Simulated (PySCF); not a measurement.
B3LYP has the VWN-RPA correlation part, as in Gaussian. Delta-SCF ions had no search for a lower state. Excitations are Tamm–Dancoff values on a coarser integration grid. The basis has no diffuse functions, so Rydberg states are missing or too high.

Z-matrix (Å, degrees):
```
C
H 1 1.1011
O 1 1.4069 2 107.61
H 3 0.9652 1 108.18 2 -180.00
H 1 1.1091 2 107.34 3 122.19
H 1 1.1091 2 107.34 5 115.62
```
Charge 0, spin multiplicity 1.

Give the HOMO–LUMO gap, LUMO, total energy, vertical ionisation energy (Delta-SCF) and T1 excitation (TDA) at the level B3LYP-D3(BJ)/def2-TZVP // B3LYP-D3(BJ)/def2-SVP (PySCF).


```yaml
HOMO–LUMO gap: 8.32 eV
LUMO: 0.67 eV
total_energy: -3150.49 eV
vertical ionisation energy (Delta-SCF): 10.86 eV
T1 excitation (TDA): 6.53 eV
```
